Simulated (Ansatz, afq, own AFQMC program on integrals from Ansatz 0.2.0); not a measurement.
## BGeH₂, doublet in cc-pVDZ, levels against CCSDT(Q)

```yaml
atoms:
  - { symbol: Ge, position_ang: [0.0000, 0.0000, -1.2464] }
  - { symbol: B, position_ang: [0.0000, 0.0000, 5.2706] }
  - { symbol: H, position_ang: [0.0000, 1.3134, -2.0121] }
  - { symbol: H, position_ang: [0.0000, -1.3134, -2.0121] }
```

Connectivity, by distances: GeH2 ··· B.

Basis cc-pVDZ. Only valence electrons are correlated. Ansatz 0.2.0 and our own AFQMC program on the same integrals; the CISD trial comes from CCSD amplitudes, and released means the phaseless constraint is let go. Error bars are statistical, one sigma. No spin–orbit coupling.

Determinant: UHF, the one that the program's search chose, which needn't be the lowest solution. The geometry is a point of a scan.

No full CI on the walks' own integrals is used here; CCSDT(Q) serves as the reference and is uncertain by about the last step of the cluster series.

Cautions: no relativity below Rb; no spin-orbit coupling; inner d shell frozen; an unrestricted solution with more broken spin lies lower (242 meV, ⟨S²⟩ 1.37); the ph-AFQMC/CISD walk drifts between its halves (2.2 errors).

The T1 diagnostic is 0.0121, the weight of the determinant in the CISD state is 0.858 and the ⟨S²⟩ of the determinant is 0.757. The size of the correlated space is 9 electrons in 36 orbitals.

Reference: CCSDT(Q), correlation energy -4.672 eV. The released energy is read at 2.40 1/Eh (meV from the phaseless value at times in 1/Eh: -5 ± 15 at 0.24, 5 ± 17 at 0.51, -9 ± 11 at 0.99, -30 ± 12 at 1.62, -29 ± 14 at 2.40).

```
         level  E − E(reference) (kJ/mol)  share of correlation (%)
            HF                      450.8                      0.00
           MP2                      137.4                     69.53
          CCSD                       10.1                     97.76
       CCSD(T)                        2.6                     99.41
         CCSDT                        0.2                     99.95
   ph-AFQMC/HF                 21.6 ± 4.0                     95.21
 ph-AFQMC/CISD                  2.6 ± 1.5                     99.42
released AFQMC                 -0.1 ± 1.3                    100.03
```

A walk keeps the symmetry of its determinant, which the program's search chose and which needn't be the lowest solution, so a lower state of the same spin and another symmetry isn't excluded. Released energies are given only where the last usable release times agree within the noise; a slower fall can still hide under it.
